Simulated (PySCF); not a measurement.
PySCF input file for SiCl₄, SMILES Cl[Si](Cl)(Cl)Cl, B3LYP/pcSseg-1. The structure is a stationary point at B3LYP-D3(BJ)/def2-SVP. The isomer is the one that the SMILES or the coordinates give; other isomers of the formula were not compared.

```python
import numpy as np
from pyscf import gto, scf, dft
from pyscf.prop.nmr import rks as nmr

mol = gto.M(
    atom='''
    Cl    1.18141824   -1.18141824    1.18141824
    Si    0.00000000    0.00000000    0.00000000
    Cl   -1.18141824   -1.18141824   -1.18141824
    Cl   -1.18141824    1.18141824    1.18141824
    Cl    1.18141824    1.18141824   -1.18141824
    ''',
    basis='pcSseg-1',
    charge=0,
    spin=0,
    max_memory=1600,
    verbose=3,
)
mf = dft.RKS(mol, xc='b3lyp')
mf.grids.level = 3
mf.conv_tol = 1e-10
mf.max_cycle = 100
mf.kernel()
n = nmr.NMR(mf)
n.verbose = 2
n.max_cycle_cphf = 60
sigma = n.kernel()
print('atom   isotropic/ppm   span/ppm')
for i, s in enumerate(sigma):
    w = np.linalg.eigvalsh((s + s.T) / 2)
    print(f'{mol.atom_symbol(i):2s}{i + 1:3d} {w.mean():14.3f} {w[2] - w[0]:11.3f}')
```

Log of the run:

```
converged SCF energy = -2130.48742760607
atom   isotropic/ppm   span/ppm
Cl  1        724.730     345.198
Si  2        314.944       0.000
Cl  3        724.730     345.198
Cl  4        724.730     345.198
Cl  5        724.730     345.198
```

The calculation finished and met its thresholds.
